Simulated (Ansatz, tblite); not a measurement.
Forces on the cluster C₂H₃⁺ at its PBE0-D4/def2-TZVP geometry. The state is a singlet with charge 1.

The xTB rows come from tblite. The structure comes from a short search, and lower isomers may exist.

GFN1-xTB (tblite), largest force 0.34 eV/Å:

```xyz
5
positions Å, forces eV/Å
C     0.318    0.256   -0.267   -0.147   -0.114    0.122
C    -0.497   -0.402    0.417   -0.205   -0.163    0.171
H    -1.203   -0.971    1.010    0.187    0.148   -0.156
H     0.346    0.172   -1.366    0.197    0.193    0.193
H     1.036    0.945    0.206   -0.032   -0.064   -0.330
```

GFN2-xTB (tblite), largest force 1.37 eV/Å:

```
C -0.897 -0.719 0.751
C 0.351 0.287 -0.295
H 0.208 0.164 -0.174
H 0.299 0.279 0.155
H 0.040 -0.011 -0.437
```

PBE-D4/def2-TZVP (Ansatz), largest force 0.30 eV/Å:

```
C 0.052 0.045 -0.045
C -0.185 -0.148 0.155
H -0.150 -0.123 0.127
H 0.063 0.025 -0.297
H 0.220 0.201 0.061
```
